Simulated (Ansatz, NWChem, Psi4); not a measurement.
## Worked example: the enthalpy of C2H3FO + H2S → C2H4OS + HF

Gas-phase species: C2H3FO (acetyl fluoride) `CC(=O)F`, singlet; H2S `S`, singlet; C2H4OS (thioacetic acid) `CC(=O)S`, singlet; HF (hydrogen fluoride), singlet. The partners trade F for SH: C–F and H–SH bonds give way to C–SH and H–F.

Shapes, held fixed at every level: PBE0-D4/def2-TZVP. Flexible molecules stand in one conformer, not always the lowest. Programs: Ansatz 0.2.0, NWChem 7.3.0, Psi4 1.11. A level may come from different programs for different species; with the same settings they agree closely. The zero-point and thermal terms to 298 K, harmonic and unscaled (PBE0-D4/def2-TZVP), stand in the table.

At HF/def2-SVP; 1 Eh = 2625.50 kJ/mol:

```
species  energy (Eh)  H(298 K) − E (kJ/mol)  tabulated ΔfH (kJ/mol)
 C2H3FO  -251.602175                  142.7                  -442.1
    H2S  -398.567032                   49.9                   -20.5
 C2H4OS  -550.217194                  163.3                  -175.1
     HF   -99.932364                   33.5                  -272.7
```

Work out the reaction enthalpy at 298 K from the calculation and from the table of heats.


1. Electronic: (-550.217194) + (-99.932364) − [(-251.602175) + (-398.567032)] = 0.019649 Eh = +51.6 kJ/mol.
2. Zero-point and thermal: (163.3) + (33.5) − [(142.7) + (49.9)] = +4.2 kJ/mol.
3. Computed ΔH = +55.8 kJ/mol.
4. From the heats of formation (Active Thermochemical Tables, CRC Handbook of Chemistry and Physics, NIST-JANAF tables): (-175.1) + (-272.7) − [(-442.1) + (-20.5)] = +14.8 kJ/mol.
5. Computed less tabulated: +41.0 kJ/mol. Tabulated heats carry uncertainties of their own.
